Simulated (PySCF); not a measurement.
Isomers of C6H6. Method: PySCF 2.14.0, PBE0-D3(BJ)/def2-SVP geometry optimisation, gas phase. Energies are electronic, without zero-point or thermal terms, for one conformer each. No frequencies were run at this level. Point groups hold within 0.08 Å.

Problem. Order them by energy at this level, lowest first, and give relative energies in kcal/mol.
A. `c1ccccc1`
B. benzvalene, `C1=CC2C3C1C23`
C. `C=C1C=CC1=C` (3,4-dimethylenecyclobut-1-ene)
D. `C#C[C@H]1C=CC1`
E. bicyclo[2.2.0]hexa-2,5-diene (`C12C=CC1C=C2`)
F. prismane, `C12C3C1C1C2C31`
G. `[CH:1]#[C:2]/[CH:3]=[CH:4]\[CH:5]=[CH2:6]` with C3–C4–C5–C6 180°

Solution. A (0.0), C (67.5), B (70.3), G (76.1), E (79.6), D (87.6), F (105.8).

As drawn, the lowest has an aromatic ring, which the highest lacks; the highest has a three-membered ring and a four-membered ring, which the lowest lacks.

```json
{"SMILES": "c1ccccc1", "E (Eh)": "-231.81149", "E rel (kcal/mol)": "0.0", "dipole (D)": "0.00", "point group": "D6h", "A, B, C (MHz)": "5695, 5694, 2847"}
{"SMILES": "C=C1C=CC1=C", "E (Eh)": "-231.70398", "E rel (kcal/mol)": "67.5", "dipole (D)": "0.62", "point group": "C2v", "A, B, C (MHz)": "5589, 4262, 2418"}
{"SMILES": "C1=CC2C3C1C23", "E (Eh)": "-231.69941", "E rel (kcal/mol)": "70.3", "dipole (D)": "0.91", "point group": "C2v", "A, B, C (MHz)": "7467, 5288, 3907"}
{"SMILES": "C#C/C=C\\C=C", "E (Eh)": "-231.69016", "E rel (kcal/mol)": "76.1", "dipole (D)": "0.54", "point group": "Cs", "A, B, C (MHz)": "9788, 1958, 1631"}
{"SMILES": "C1=CC2C=CC12", "E (Eh)": "-231.68472", "E rel (kcal/mol)": "79.6", "dipole (D)": "0.01", "point group": "C2v", "A, B, C (MHz)": "7873, 4490, 3499"}
{"SMILES": "C#C[C@H]1C=CC1", "E (Eh)": "-231.67185", "E rel (kcal/mol)": "87.6", "dipole (D)": "0.72", "point group": "–", "A, B, C (MHz)": "10013, 2564, 2292"}
{"SMILES": "C12C3C1C1C2C31", "E (Eh)": "-231.64286", "E rel (kcal/mol)": "105.8", "dipole (D)": "0.00", "point group": "D3h", "A, B, C (MHz)": "7035, 5440, 5440"}
```
